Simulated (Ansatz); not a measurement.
`FC(F)=C(F)F` + H₂O → `OC(F)=C(F)F` + H–F at 500 K and 1 bar (formal hydrolysis of a C–F bond).

Calculated with Ansatz (gas phase, PBE0-D4/def2-TZVP geometries, no zero-point term in ΔE). CBS: MP2 limit from def2 TZ/QZ plus the TZ coupled-cluster correction, frozen cores. This one scheme is used for every species. One conformer a species, not always the lowest.

| species | CCSD(T)/CBS energy (Eh) | H − E (kJ/mol) | S (J/(mol·K)) |
| --- | --- | --- | --- |
| `FC(F)=C(F)F` | -475.19414 | 92.0 | 344.5 |
| H₂O | -76.37941 | 73.2 | 206.3 |
| `OC(F)=C(F)F` | -451.18678 | 126.9 | 371.0 |
| H–F | -100.39570 | 39.4 | 188.7 |

H − E and S are ideal-gas, rigid-rotor, harmonic terms from PBE0-D4/def2-TZVP, for one conformer and one mirror image of each species. 1 Eh = 2625.50 kJ/mol, R = 8.31446 J/(mol·K).

**Question.** By hand: ΔE, ΔH, ΔS and ΔG.

**Answer.** ΔE = (-451.18678) + (-100.39570) − (-475.19414) − (-76.37941) = -0.00893 Eh = -23.4 kJ/mol. Δ(H − E) = 126.9 + 39.4 − 92.0 − 73.2 = 1.1, so ΔH = -22.3 kJ/mol. ΔS = 371.0 + 188.7 − 344.5 − 206.3 = 8.9 J/(mol·K). ΔG = -22.3 − 500 × (8.9)/1000 = -26.8 kJ/mol.

**Question.** By hand: the equilibrium constant, and the temperature at which ΔG would vanish if ΔH and ΔS stayed fixed.

**Answer.** log₁₀ K = −ΔG/(RT ln 10) = 2.8. ΔH and −TΔS have one sign here, so there is no such temperature.

The number of gas molecules stays the same, so ΔS is small and ΔH decides. A doubt of 5 kJ/mol in ΔE shifts log₁₀ K by 0.5 here. Other conformers and mirror images would add mixing entropy, several J/(mol·K) or more a flexible species. These are equilibria of isolated gas molecules and say nothing of rates. Largest T1 diagnostic: 0.013 (customary marks: 0.02 for closed shells, 0.045 for open ones).

ΔS is within the doubt of such terms, so its sign, and with it that verdict, could turn.
